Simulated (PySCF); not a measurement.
1-fluorobutane, C4H9F.
Atom-mapped SMILES: `[CH3:1][CH2:2][CH2:3][CH2:4][F:5]` (hydrogens: H6, H7, H8 on C1; H9, H10 on C2; H11, H12 on C3; H13, H14 on C4)

The same species was optimised twice, with GFN2-xTB and with PBE0-D3(BJ)/def2-SVP (PySCF), and the same property calculations (PySCF, gas phase) were run on both structures.

```csv
coordinate,GFN2-xTB,PBE0-D3(BJ)/def2-SVP,change
C1–H7 (Å),1.088,1.102,+0.014
C1–H6 (Å),1.088,1.102,+0.014
C1–H8 (Å),1.087,1.100,+0.013
C3–H11 (Å),1.092,1.104,+0.012
C3–H12 (Å),1.092,1.104,+0.012
C2–H10 (Å),1.093,1.105,+0.012
C3–C4 (Å),1.521,1.510,-0.011
C2–H9 (Å),1.092,1.102,+0.010
C4–H14 (Å),1.095,1.105,+0.010
C4–H13 (Å),1.095,1.103,+0.008
C2–C3 (Å),1.528,1.522,-0.006
C1–C2 (Å),1.523,1.520,-0.003
C4–F5 (Å),1.376,1.376,0.000
H11–C3–H12 (°),108.2,106.2,-2.0
H9–C2–H10 (°),107.8,105.9,-1.9
F5–C4–H13 (°),106.4,108.3,+1.9
H13–C4–H14 (°),110.0,108.1,-1.9
C1–C2–C3 (°),111.7,113.3,+1.6
F5–C4–H14 (°),106.5,107.9,+1.4
C2–C3–C4 (°),112.1,113.6,+1.5
C2–C1–H8 (°),110.5,111.6,+1.1
C1–C2–C3–C4 (°),180,177,-3
C2–C3–C4–F5 (°),-66,-62,+4
```

Rotational constants: A = 12847, B = 2337, C = 2169 MHz (GFN2-xTB) against A = 12557, B = 2356, C = 2175 MHz (PBE0-D3(BJ)/def2-SVP). Point groups within 0.08 Å: C1 and C1.

On the GFN2-xTB structure: C1s of C1 (eV) 290.56 [delta-SCF UKS SCAN, pcX-2 on the ionised atom, pcseg-1 elsewhere, spin-free X2C]; C1s of C2 (eV) 290.59 [delta-SCF UKS SCAN, pcX-2 on the ionised atom, pcseg-1 elsewhere, spin-free X2C]; C1s of C3 (eV) 290.77 [delta-SCF UKS SCAN, pcX-2 on the ionised atom, pcseg-1 elsewhere, spin-free X2C]; C1s of C4 (eV) 292.93 [delta-SCF UKS SCAN, pcX-2 on the ionised atom, pcseg-1 elsewhere, spin-free X2C]; F1s of F5 (eV) 692.23 [delta-SCF UKS SCAN, pcX-2 on the ionised atom, pcseg-1 elsewhere, spin-free X2C].

Question: What do these properties become on the PBE0-D3(BJ)/def2-SVP structure?

Answer: 
| property | level | on GFN2-xTB | on PBE0-D3(BJ)/def2-SVP | change |
| --- | --- | --- | --- | --- |
| C1s of C1 (eV) | delta-SCF UKS SCAN, pcX-2 on the ionised atom, pcseg-1 elsewhere, spin-free X2C | 290.56 | 290.66 | +0.10 |
| C1s of C2 (eV) | delta-SCF UKS SCAN, pcX-2 on the ionised atom, pcseg-1 elsewhere, spin-free X2C | 290.59 | 290.65 | +0.06 |
| C1s of C3 (eV) | delta-SCF UKS SCAN, pcX-2 on the ionised atom, pcseg-1 elsewhere, spin-free X2C | 290.77 | 290.82 | +0.05 |
| C1s of C4 (eV) | delta-SCF UKS SCAN, pcX-2 on the ionised atom, pcseg-1 elsewhere, spin-free X2C | 292.93 | 292.99 | +0.06 |
| F1s of F5 (eV) | delta-SCF UKS SCAN, pcX-2 on the ionised atom, pcseg-1 elsewhere, spin-free X2C | 692.23 | 692.29 | +0.06 |

The heavy atoms differ by 0.027 Å rms after alignment. Among all bonds C1–H6, C1–H7 and C1–H8 change most and about equally (+0.013 to +0.014 Å). Changes are differences of the printed values. Neither structure is proved a minimum here.

Shape of the structure used: `[CH3:1][CH2:2][CH2:3][CH2:4][F:5]`: C1–C2–C3–C4 177°, C2–C3–C4–F5 -62°.
